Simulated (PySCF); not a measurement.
**The electron affinity along the third row**

All values are computed (PySCF 2.14, energy differences of UHF-based or UKS calculations, no spin-orbit coupling). Values in eV. The last column holds reference values (measured affinities from photodetachment; the arrow runs from anion to atom). Unmarked ones compare directly (S terms, centres of terms, or small fine structure); those marked * lie between the lowest fine-structure levels and include a spin-orbit shift.

```
                            element               configurations  SCS-MP2 (valence)    LDA   PBE0  CCSD (all electrons)  CCSD(T) (all electrons)  CCSD (valence and next inner shell)  reference
Al (aug-cc-pCVTZ-DK, spin-free X2C)  [Ne] 3s2 3p2 → [Ne] 3s2 3p1              0.258  0.633  0.527                 0.358                    0.406                                0.357    0.433 *
Si (aug-cc-pCVTZ-DK, spin-free X2C)  [Ne] 3s2 3p3 → [Ne] 3s2 3p2              1.199  1.586  1.449                 1.314                    1.372                                1.313    1.390 *
 P (aug-cc-pCVTZ-DK, spin-free X2C)  [Ne] 3s2 3p4 → [Ne] 3s2 3p3              0.529  1.026  0.771                 0.530                    0.603                                0.530    0.747 *
 S (aug-cc-pCVTZ-DK, spin-free X2C)  [Ne] 3s2 3p5 → [Ne] 3s2 3p4              1.921  2.385  2.054                 1.849                    1.938                                1.848    2.077 *
Cl (aug-cc-pCVTZ-DK, spin-free X2C)          [Ar] → [Ne] 3s2 3p5              3.520  3.922  3.554                 3.396                    3.492                                3.395    3.613 *
```

The highest occupied level of the anion is positive for Al⁻ at LDA, PBE0; Si⁻ at LDA, PBE0; P⁻ at LDA, PBE0; S⁻ at LDA, PBE0; Cl⁻ at LDA, so there the basis helps to hold the electron.

"Valence" correlates the outer s and p shells and, in groups 3 to 12 and the f block, the outer d or f shell, open or full, or the next shell where the ion has no valence electron left; the wider scheme adds the next inner shell.
